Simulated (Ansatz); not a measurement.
# BO, quartet in 6-31G: errors against full CI

Geometry: a PBE0/def2-TZVP stationary point for this spin. The doublet lies 4.4 eV lower here.

| atom | x (Å) | y (Å) | z (Å) |
| --- | --- | --- | --- |
| B | 0.0000 | 0.0000 | 0.0000 |
| O | 0.0000 | 0.0000 | 1.4032 |

Basis 6-31G; Ansatz 0.2.0. Correlated methods freeze the noble-gas cores, which leaves 9 electrons in 16 orbitals. Prefix R: restricted or restricted open-shell reference; prefix U: unrestricted. Active spaces: valence = (9e, 8o) chosen from the atoms' valence shells.

Full CI is exact within this basis and frozen core; it isn't the basis-set limit. The frozen core follows each run's orbitals, which can shift R against U totals by a few meV.

For open shells CISD and CISDTQ are restricted-active-space CI with the open shells as a complete middle space. The determinant fills πx and πy unequally, so it is a mixture of Σ and Δ, which weighs on every level built on one determinant.

The UHF ⟨S²⟩ is 3.753 and the T1 diagnostic (RCCSD) is 0.0265. The largest doubles amplitude (RCCSD) is 0.229 and the T1 diagnostic (UCCSD) is 0.0245.

| level | E − E(full CI) (mEh) | share of correlation (%) | wall time |
| --- | --- | --- | --- |
| RHF | 135.70 | 0.00 | – |
| UHF | 134.35 | 0.99 | – |
| RMP2 | 30.54 | 77.49 | – |
| UMP2 | 30.15 | 77.78 | – |
| CISD | 18.17 | 86.61 | 0.69 s |
| RCCSD | 14.43 | 89.37 | – |
| UCCSD | 14.38 | 89.40 | – |
| RCCSD(T) | 9.04 | 93.34 | 0.69 s |
| UCCSD(T) | 8.99 | 93.38 | 0.66 s |
| BCCD(T) | 8.98 | 93.38 | 0.81 s |
| RCCSDT* | 0.65 | 99.52 | – |
| UCCSDT* | 0.63 | 99.54 | – |
| CISDTQ | 0.83 | 99.39 | 7 s |
| RCCSDT(Q)* | -0.24 | 100.18 | 3.6 s |
| UCCSDT(Q)* | -0.35 | 100.26 | 3.3 s |
| RCCSDTQ* | 0.08 | 99.94 | 36 s |
| UCCSDTQ* | 0.06 | 99.96 | 58 s |
| CASSCF (valence space) | 79.08 | 41.72 | – |
| NEVPT2 (valence space) | 16.09 | 88.14 | 1.4 s |
| MRCISD (valence space) | 3.29 | 97.57 | – |
| MRCISD+Q (valence space) | 1.14 | 99.16 | 2.1 s |

An asterisk marks runs whose energy the program itself flagged as in doubt.

The correlation energy at full CI, counted from RHF, is -3.693 eV. That run took 17 s on 1 thread of Arm Neoverse V1, shared host over 1,120,064 determinants.

Times hold each run's SCF and search for its determinant on a shared host, so for small cases they say little of a method's own cost; they ran on 1 thread of Arm Neoverse V1.

Not variational, and here over 5 meV under the exact energy: RCCSDT(Q), UCCSDT(Q).

The full-CI state has the irrep A1 of C2v, in the program's axes (one component, if the state is degenerate).

Natural occupations of full CI about the gap: 1.987 1.962 1.473 1.473 0.998 0.517 0.517 0.030 0.012 0.010; effectively unpaired electrons, Σ n²(2−n)², 3.39. No single determinant describes this state well, so single-reference rows can miss without a flag.
